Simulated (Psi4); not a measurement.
# CCl4 (carbon tetrachloride) at MP3/def2-SVP

What is the energy change on altering one bond length of CCl4 (carbon tetrachloride) at MP3/def2-SVP? Input form: a Python script.

The calculation is run with Psi4 1.11.

10 further runs of the same task are left out: 7 that didn't finish, 3 set aside as unsound or not needed.

### 1 The molecule

CCl4: 5 atoms, total charge 0, spin state singlet. SMILES: `ClC(Cl)(Cl)Cl`. The shape is that of a PBE0-D4/def2-TZVP optimisation.

Bond lengths: Cl1–C2 1.763 Å, C2–Cl3 1.763 Å, C2–Cl4 1.763 Å, C2–Cl5 1.763 Å. Angles: Cl1–C2–Cl3 109.5°, Cl1–C2–Cl4 109.5°, Cl1–C2–Cl5 109.5°, Cl3–C2–Cl4 109.5°, Cl3–C2–Cl5 109.5°, Cl4–C2–Cl5 109.5°.

### 2 The energy at MP3/def2-SVP

File calc.py:

```python
import psi4

psi4.set_memory(2200000000)
psi4.set_num_threads(1)
psi4.core.set_output_file('ccl4.out', False)

mol = psi4.geometry("""
Cl    -1.26233705     0.27771415     3.07004906
C     -0.00005669     0.00022677    -0.00018897
Cl     2.72506066    -1.91368785     0.08932735
Cl    -2.26525250    -1.38700228    -2.01053632
Cl     0.80254779     3.02273032    -1.14867002
units bohr
symmetry c1
no_reorient
no_com
""")

options = {'basis': 'def2-SVP', 'puream': True, 'e_convergence': 1e-09, 'd_convergence': 1e-08, 'scf_type': 'pk', 'num_frozen_docc': 21, 'mp_type': 'conv'}
psi4.set_options(options)

e = psi4.energy("mp3")
print(f'mp3 energy: {e:.10f} Eh')
for k, v in sorted(psi4.core.scalar_variables().items()):
    print(f'{k:45s} {v:18.10f}')
```

On the command line:

```sh
$ python calc.py
```

ccl4.out:

```text
[...]
  Running in c1 symmetry.
[...]
  Nuclear repulsion =  441.227560122825309
[...]
  Multiplicity = 1
[...]
  Nalpha       = 37
  Nbeta        = 37
[...]
    Number of basis functions: 86
[...]
   @RHF iter   1: -1875.05619959259025    1.75598e-01   5.84565e-03 DIIS/ADIIS
[...]
   @RHF iter   9: -1875.20005693832059   -3.16049e-11   9.59270e-09 DIIS
[...]
    Orbital Energies [Eh]
    ---------------------
    Doubly Occupied:
       1A   -104.832341     2A   -104.832327     3A   -104.832315
       4A   -104.832257     5A    -11.481458     6A    -10.596767
       7A    -10.596757     8A    -10.596746     9A    -10.596723
      10A     -8.071716    11A     -8.071706    12A     -8.071695
      13A     -8.071672    14A     -8.067632    15A     -8.067631
      16A     -8.067622    17A     -8.067619    18A     -8.067608
      19A     -8.067606    20A     -8.067600    21A     -8.067599
      22A     -1.285137    23A     -1.127375    24A     -1.127363
      25A     -1.127347    26A     -0.825180    27A     -0.661108
      28A     -0.661094    29A     -0.661084    30A     -0.529652
      31A     -0.529651    32A     -0.485687    33A     -0.485669
      34A     -0.485655    35A     -0.457360    36A     -0.457351
[...]
  @RHF Final Energy: -1875.20005693832059
   => Energetics <=
    Nuclear Repulsion Energy =            441.2275601228253095
    One-Electron Energy =               -3470.0763529581322473
    Two-Electron Energy =                1153.6487358969864090
    Total Energy =                      -1875.2000569383205857
[...]
 Multipole Moments:
 ------------------------------------------------------------------------------------
     Multipole            Electronic (a.u.)      Nuclear  (a.u.)        Total (a.u.)
 ------------------------------------------------------------------------------------
 L = 1.  Multiply by 2.5417464519 to convert [e a0] to [Debye]
 Dipole X            :         -0.0000832           -0.0000188           -0.0001021
 Dipole Y            :          0.0028947           -0.0028156            0.0000791
 Dipole Z            :         -0.0018375            0.0017574           -0.0000801
 Magnitude           :                                                    0.0001520
[...]
	SCS-MP2 Total Energy (a.u.)        : -1875.85643291517590
	SOS-MP2 Total Energy (a.u.)        : -1875.84363960349719
[...]
	SOS-PI-MP2 Total Energy (a.u.)     : -1875.89314596235704
[...]
	MP2 Total Energy (a.u.)            : -1875.88201953853354
[...]
	SCS-MP3 Total Energy (a.u.)        : -1875.86544266134683
[...]
	MP3 Total Energy (a.u.)            : -1875.91805852321704
[...]
```

Run time: 16 s. Hardware: 1 thread of Intel Xeon at 2.50GHz (Skylake/Cascade Lake), shared host; peak memory 0.47 GiB.

### 3 The distorted shape, same level

File run.py:

```python
import psi4

psi4.set_memory(2200000000)
psi4.set_num_threads(1)
psi4.core.set_output_file('ccl4.out', False)

molecule = psi4.geometry("""
Cl
C 1 2.6442
Cl 2 1.762831 1 109.45535
Cl 2 1.762805 3 109.46457 1 -119.97895
Cl 2 1.762939 4 109.48671 3 120.0127
units angstrom
symmetry c1
no_reorient
no_com
""")

psi4.set_options({
    'basis': 'def2-SVP',
    'puream': True,
    'e_convergence': 1e-09,
    'd_convergence': 1e-08,
    'scf_type': 'pk',
    'num_frozen_docc': 21,
    'mp_type': 'conv',
})

E = psi4.energy('mp3')
print(f'total energy {E:.8f} hartree = {E * 27.211386:.5f} eV')
```

On the command line:

```sh
$ python run.py
```

ccl4.out:

```text
[...]
  Running in c1 symmetry.
[...]
  Nuclear repulsion =  397.887640381739686
[...]
  Multiplicity = 1
[...]
  Nalpha       = 37
  Nbeta        = 37
[...]
    Number of basis functions: 86
[...]
   @RHF iter   1: -1874.86499145424250   -2.78429e-01   6.74539e-03 ADIIS/DIIS
[...]
   @RHF iter  12: -1875.09844625145888   -9.54969e-12   7.16821e-09 DIIS
[...]
    Orbital Energies [Eh]
    ---------------------
    Doubly Occupied:
       1A   -104.870288     2A   -104.870275     3A   -104.870224
       4A   -104.773455     5A    -11.531381     6A    -10.633066
       7A    -10.633057     8A    -10.633031     9A    -10.529821
      10A     -8.107910    11A     -8.107901    12A     -8.107877
      13A     -8.103876    14A     -8.103870    15A     -8.103853
      16A     -8.103711    17A     -8.103701    18A     -8.103685
      19A     -8.004394    20A     -8.001303    21A     -8.001303
      22A     -1.279163    23A     -1.152522    24A     -1.152499
      25A     -1.010496    26A     -0.843650    27A     -0.669322
      28A     -0.669304    29A     -0.619296    30A     -0.535752
      31A     -0.535732    32A     -0.498822    33A     -0.498800
      34A     -0.485115    35A     -0.425112    36A     -0.425111
[...]
  @RHF Final Energy: -1875.09844625145888
   => Energetics <=
    Nuclear Repulsion Energy =            397.8876403817396863
    One-Electron Energy =               -3382.9779615248289701
    Two-Electron Energy =                1109.9918748916302320
    Total Energy =                      -1875.0984462514588813
[...]
 Multipole Moments:
 ------------------------------------------------------------------------------------
     Multipole            Electronic (a.u.)      Nuclear  (a.u.)        Total (a.u.)
 ------------------------------------------------------------------------------------
 L = 1.  Multiply by 2.5417464519 to convert [e a0] to [Debye]
 Dipole X            :          0.0001302           -0.0000249            0.0001053
 Dipole Y            :         -0.0000344            0.0000450            0.0000106
 Dipole Z            :          1.3871318            0.0637788            1.4509106
 Magnitude           :                                                    1.4509106
[...]
	SCS-MP2 Total Energy (a.u.)        : -1875.77509205403408
	SOS-MP2 Total Energy (a.u.)        : -1875.76395251966278
[...]
	SOS-PI-MP2 Total Energy (a.u.)     : -1875.81514530952472
[...]
	MP2 Total Energy (a.u.)            : -1875.79737112277689
[...]
	SCS-MP3 Total Energy (a.u.)        : -1875.78382904910268
[...]
	MP3 Total Energy (a.u.)            : -1875.83231910305108
[...]
```

The script printed:

```text
total energy -1875.83231910 hartree = -51043.99731 eV
```

Wall time 14 s (1 thread of Intel Xeon at 2.50GHz (Skylake/Cascade Lake), shared host); peak memory 0.47 GiB.

### 4 Results

At MP3/def2-SVP, 21 core orbitals frozen:

| quantity | value |
| --- | --- |
| first shape: total energy | -1875.91806 Eh |
| first shape: HOMO energy (Hartree–Fock orbitals) | -12.44 eV |
| first shape: LUMO energy (Hartree–Fock orbitals) | 3.79 eV |
| first shape: HOMO–LUMO gap (Hartree–Fock orbitals) | 16.23 eV |
| first shape: correlation energy (21 core orbitals frozen) | -718.0 mEh |
| distorted shape: total energy | -1875.83232 Eh |
| distorted shape: HOMO energy (Hartree–Fock orbitals) | -10.84 eV |
| distorted shape: LUMO energy (Hartree–Fock orbitals) | -1.55 eV |
| distorted shape: HOMO–LUMO gap (Hartree–Fock orbitals) | 9.29 eV |
| distorted shape: correlation energy (21 core orbitals frozen) | -733.9 mEh |
| energy change with the Cl1–C2 bond stretched from 1.763 to 2.644 Å | 2.333 eV |

**Reading.** One bond (distorted shape) is far stretched, which a spin-restricted single reference describes badly; perturbation theory on it can break down and give far too much correlation. With the Cl1–C2 bond stretched from 1.763 to 2.644 Å the energy rises by 2.33 eV (225 kJ/mol). The first shape isn't relaxed at this level, so the change isn't measured from a minimum. A restricted reference can't describe the breaking bond well at this length.
